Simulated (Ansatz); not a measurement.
## Ansatz (development build ahead of 0.2.0) run

```yaml
crystal:
  periodic: [false, false, false]
  atoms:
    - { symbol: Li, position_ang: [0.0, 0.0, 0.0] }
    - { symbol: Si, position_ang: [1.04331, 1.39108, 3.01177] }
basis:
  gaussian: { orbitals: "6-31G" }
total_charge: 1
hamiltonian:
  xc: hf
correlation:
  method: fci
  frozen_orbitals: { Li: 0, Si: 5 }
```

The input is written out in the form of the current development build from the run's settings.

Output:

```json
{
  "Converged": "yes",
  "Total energy": "-296.09164 hartree",
  "State": "lowest singlet root, of any spatial symmetry"
}
```
